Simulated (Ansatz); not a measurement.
# SnH3, doublet: reading a ladder of total energies

Geometry: that of the SnH3⁻, triplet, kept fixed.

| atom | x (Å) | y (Å) | z (Å) |
| --- | --- | --- | --- |
| Sn | 0.0000 | -0.0123 | 0.0000 |
| H | 0.0000 | -0.1535 | -1.9014 |
| H | 0.0000 | 1.7590 | 0.0000 |
| H | 0.0000 | -0.1535 | 1.9014 |

Basis def2-SVPD with its core potentials; Ansatz 0.2.0. Only valence electrons are correlated (noble-gas cores and the filled d shells of p-block atoms frozen), which leaves 7 electrons in 47 orbitals. Prefix R: restricted or restricted open-shell reference; prefix U: unrestricted. No spin–orbit coupling is included; scalar relativity enters through the core potentials alone.

Full CI isn't at hand for all of this; UCCSDT(Q) serves as the reference, and is uncertain by the last step of the cluster series or more.

Unrestricted rows (U) aren't spin-pure: their determinants' ⟨S²⟩ exceeds S(S+1) by up to 0.14, so they mix in states of higher spin.

UCCSD has a T1 diagnostic of 0.041 and a largest doubles amplitude of 0.12.

Runs differ by some tens of microhartree through their thresholds and, for an open shell, their frozen cores, so steps under 0.03 kcal/mol mean nothing.

Here the R and U totals at CCSDT(Q) differ by 0.15 kcal/mol, a measure of how far such totals hang on the determinant and its frozen core.

```
    level  total energy (hartree)
      UHF             -214.966022
     UMP2             -215.057387
    UCCSD             -215.091217
 UCCSD(T)             -215.094807
   UCCSDT             -215.095955
UCCSDT(Q)             -215.096117
```

**Question.** What is the correlation energy at UCCSDT(Q), and what share of it do UMP2 and UCCSD recover?

**Answer.** E(corr) = -215.096117 − (-214.966022) = -0.130095 hartree = -3.540 eV. UMP2: -0.091365 / -0.130095 = 70.23 %. UCCSD: -0.125195 / -0.130095 = 96.23 %.

**Question.** By how many kcal/mol does UCCSD(T) miss UCCSDT(Q) (1 hartree = 627.509 kcal/mol), and which steps make up the rest?

**Answer.** -215.094807 − (-215.096117) = 0.001310 hartree = 0.82 kcal/mol. Steps: UCCSDT − UCCSD(T) = -0.72, UCCSDT(Q) − UCCSDT = -0.10 kcal/mol. Differences between like states or geometries often cancel part of this.
